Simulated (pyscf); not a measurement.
Structures and frequencies: ωB97X-D3(BJ)/def2-SVP in PySCF.

Q: `[Al][Cl]` [singlet] + `[NH3]` → `[NH2][AlH][Cl]`
Surface: singlet. Broken: H–N. Formed: Al–N, Al–H. Give ΔE‡ and ΔE from B3LYP-D3(BJ)/def2-TZVP, relative to the separated reactants.

A: ΔE‡ = 132.2 kJ/mol, ΔE = -146.6 kJ/mol. CCSD(T)/def2-TZVPP + ΔMP2(QZVPP) gives 135.3 kJ/mol and -151.2 kJ/mol. Zero-point energy shifts the barrier by -8.3 kJ/mol. It is an insertion, with an imaginary mode of 1497i cm⁻¹. On the reactant side the descent ends in an adduct with a Al–N contact, 57.6 kJ/mol under the separated species and 202.1 kJ/mol under the saddle at ωB97X-D3(BJ)/def2-TZVP. What is counted as formed (Al–N) is already present as a longer contact in the reactant adduct; forming that adduct is a step of its own. At ωB97X-D3(BJ) the barrier from the zero used here is 144.5 kJ/mol. This is the saddle that the search found; another between the same sides may lie lower. The CCSD(T) − MP2 part came from Ansatz, without density fitting, on the same reference.
